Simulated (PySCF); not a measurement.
Ionisation of 1,3-butadiyne

System: 1,3-butadiyne, `C#CC#C` (C4H2). Numbering: `[CH:1]#[C:2][C:3]#[CH:4]`

Level of theory: ωB97X-D3(BJ)/ma-def2-TZVP single points in PySCF, grid level 2; every species was optimised with PBE0-D3(BJ)/def2-SVP. Zero-point and thermal terms (298.15 K, 1 bar) come from unscaled PBE0-D3(BJ)/def2-SVP harmonic frequencies, with soft modes damped to free rotors in the entropy.

Frontier levels of the parent: HOMO -9.95 eV, LUMO 1.01 eV.

Oxidation to the radical cation:
* Vertical ionisation energy (electronic): 10.03 eV
* Adiabatic ionisation energy (with zero-point energy): 9.98 eV
* Adiabatic, electronic part: 10.00 eV
* Vertical gap at the product's structure: 9.80 eV
* Inner reorganisation energy (four-point): 227 meV
* Relaxation of product / of parent: 27 / 200 meV
* ⟨S²⟩ of the product: 0.790
* Largest spin populations: C1 0.47, C4 0.47
* Largest changes of atomic charge: C4 0.30, C1 0.30, C2 0.12, C3 0.12
* Distances that move most (Å): C2–C3 1.373 → 1.333; C1–C2 1.216 → 1.241; C3–C4 1.216 → 1.241; C1–H 1.075 → 1.087
* Potential in acetonitrile: 7.57 V absolute, 3.03 V against Fc+/Fc computed at 4.54 V (solvation -17 → -245 kJ/mol)

Solvents are IEF-PCM continua (electrostatics only, gas-phase structures); absolute potentials refer to an electron at rest in vacuum. Fc+/Fc in acetonitrile, 4.54 V, is ωB97X-D3(BJ)/ma-def2-TZVP on PBE0-D3(BJ)/def2-SVP structures with GFN2-xTB thermal terms. Benchmark calculations put it near 5.0 V in acetonitrile and DMSO, so it is about 0.5 V low, and the value against it can read up to that much too high.

Against the Active Thermochemical Tables (version 1.112): ionisation energy to the radical cation 10.18 (computed 9.98, error -0.20) eV.

Measured values (NIST Chemistry WebBook, evaluated or the median of agreeing entries): vertical ionisation energy 10.30 eV (computed 10.03, difference -0.27); adiabatic ionisation energy 10.17 eV (computed 9.98, difference -0.19).

Known limits: the split of the reorganisation energy is sensitive to the structures, which come from another level (PBE0-D3(BJ)/def2-SVP).

Run with `OMP_NUM_THREADS=1 python redox_run.py task.json out` on 1 thread of Intel Xeon Platinum 8175M @ 2.50GHz, a shared host. Structures, frequencies and single points: 2.8 min of wall time.
